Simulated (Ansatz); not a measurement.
# C2H3FO: the cost of one run

Computed with Ansatz 0.2.0, Gaussian basis. Level: cc-pVQZ, core rule «outside noble gas», up to 4 orbitals frozen.

Plan: UHF; CCSD(T) on RHF; BCCD(T) on RHF; CISD.

20 further runs of the same task are left out: 2 that didn't finish, 18 set aside as unsound or not needed.

## (1) The system

The geometry is an MP2(full)/6-31G* stationary point (not a proven minimum).

7 atoms, charge 0, spin multiplicity 1.

Atoms are counted from 1 here; the program's logs count them from 0.

Bond lengths: C1–O2 1.198 Å, C1–F3 1.368 Å, C1–C4 1.493 Å, C4–H5 1.088 Å, C4–H6 1.092 Å, C4–H7 1.092 Å. Angles: O2–C1–F3 120.7°, O2–C1–C4 129.3°, F3–C1–C4 110.1°, C1–C4–H5 109.7°, C1–C4–H6 109.4°, C1–C4–H7 109.4°, H5–C4–H6 110.3°, H5–C4–H7 110.3°, H6–C4–H7 107.7°.

## (2) UHF

File in.yaml:

```yaml
crystal:
  periodic: [false, false, false]
  atoms:
    - {symbol: C, position_ang: [0.081969, 0.137779, 0.000000]}
    - {symbol: O, position_ang: [0.208620, 1.328582, 0.000000]}
    - {symbol: F, position_ang: [-1.161981, -0.431362, 0.000000]}
    - {symbol: C, position_ang: [1.131423, -0.924841, 0.000000]}
    - {symbol: H, position_ang: [2.117852, -0.465716, 0.000000]}
    - {symbol: H, position_ang: [1.006838, -1.557024, 0.881549]}
    - {symbol: H, position_ang: [1.006838, -1.557024, -0.881549]}
basis:
  gaussian: {orbitals: cc-pVQZ}
magnetization: {spin_polarized: true, initial_magnetization: 0}
hamiltonian: {xc: hf}
output: {orbitals: {seedname: orbitals}}
```

Started as:

```console
> ansatz run in.yaml --threads 1 --pin off --events-out ev --progress --plain --max-ram 4096MiB --backend cpu
```

**Question.** How long does this run take on 1 thread of AMD EPYC 7R13, shared host, and how much memory does it need?

About 17 s, with a peak of 0.97 GiB.
